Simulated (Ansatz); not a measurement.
CsCl-type TlBr was calculated with RPBE in Ansatz (plane waves, PAW).

Numerical settings: plane-wave cutoff 520 eV, 8×8×8 k mesh, Fermi–Dirac smearing 0.01 eV, scalar-relativistic PAW data made under PBE.

Pressure at four volumes; x = ln(V/37.117 Å³). One pressure is withheld.

```
V (Å³/atom)        x  P (GPa)
-----------  -------  -------
34.890       -0.0619        ?
35.633       -0.0408    0.584
37.117        0.0000    0.001
39.344        0.0583   -0.644
```

Question: Pass a parabola P(x) through the three rows shown, estimate the bulk modulus and its pressure derivative near zero pressure, and predict the withheld pressure.

Answer: Slopes between the rows: (0.001 − (0.584))/(0.0000 − (-0.0408)) = -14.29 and (-0.644 − (0.001))/(0.0583 − (0.0000)) = -11.06 GPa. Their difference over the span 0.0991 is c = 3.23/0.0991 = 32.6 GPa, so P(x) = 0.584 + (-14.29)(x − (-0.0408)) + 32.6 (x − (-0.0408))(x − (0.0000)). At the middle row B = −dP/dx = −[-14.29 + 32.6 × 0.0408] = 13.0 GPa, and B′ = dB/dP = 2c/B = 5.0. At x = -0.0619 the parabola gives 0.928 GPa; the run gives 0.935 GPa. The Birch–Murnaghan fit to the energies at all volumes has B0 = 12.9 GPa and B′ = 5.1.

Note: the cell is over a tenth larger than the published one: the level's own overestimate first of all, though another phase or state, or a fault of the published cell, is possible.

Spin–orbit coupling is not included; it can shift volumes and moduli of such heavy elements.

Ansatz is an electronic-structure program.
